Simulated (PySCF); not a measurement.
**SN(OH), singlet: data card**

Level of theory: PySCF, PBE0, basis S def2-TZVP, N def2-TZVP, O def2-TZVP, H def2-TZVP (no relativity, density fitting).

The structure is a minimum.

```xyz
4
charge 0 multiplicity 1, angstrom
S    -0.3749    0.0000    0.2046
N     0.6726    0.0000    1.2034
O     0.0938    0.0000   -1.3731
H     1.0635    0.0000   -1.4200
```

```
Point group                                                                   : Cs
Bond lengths                                                                  : O–H 0.971 Å, S–N 1.447 Å, S–O 1.646 Å
Bond angles                                                                   : H–O–S 109.3°, N–S–O 117.1°
Enthalpy at 298.15 K above 0 K                                                : 11.75 kJ/mol
Rotational constants                                                          : 1.473, 0.3095, 0.2557 cm⁻¹
Atomisation energy without zero-point energy                                  : 1196 kJ/mol
Zero-point energy                                                             : 46.5 kJ/mol
Highest occupied level                                                        : -8.00 eV
Entropy at 298.15 K and 1 bar                                                 : 261.9 J/(mol K)
Heat capacity Cp at 298.15 K                                                  : 50.0 J/(mol K)
Rotational symmetry number                                                    : 1
Dipole moment                                                                 : 1.62 D
Principal quadrupole moments (Buckingham, traceless) about the centre of mass : -8.68, 2.10, 6.58 D Å
Principal polarisabilities                                                    : 17.6, 26.8, 38.8 bohr³
Lowest empty level                                                            : -2.60 eV
```

Harmonic modes (masses in u: S 31.972, N 14.003, O 15.995, H 1.008):
```csv
symmetry,ω (cm⁻¹),IR (km/mol),μ (u)
a',396,26.2,5.19
a'',470,130,1.21
a',740,248,16.98
a',1021,40.7,1.21
a',1398,35.5,15.95
a',3745,84.9,1.07
```

Charges (e):
```tsv
atom	Mulliken	Löwdin	polar tensor	Mayer order to S1
S1	0.42	0.57	0.84	–
N2	-0.33	-0.46	-0.36	2.48
O3	-0.41	-0.26	-0.76	1.00
H4	0.32	0.15	0.28	0.05
```
Other Mayer orders above 0.3: O–H 0.86.

Mulliken populations on S1: s 5.82, p 9.23, d 0.48, f 0.04.

Outer orbital energies (eV). occupied: -26.00, -18.43, -13.59, -13.04, -12.50, -10.13, -9.62, -8.00; empty: -2.60, 0.52, 1.55, 2.14.

This need not be the most stable arrangement of these atoms.

The final relaxation and frequency run took 40 s on 2 threads of a shared Arm Neoverse V1 host, with 105 basis functions and 20 gradients; the process peaked at 1.2 GiB.
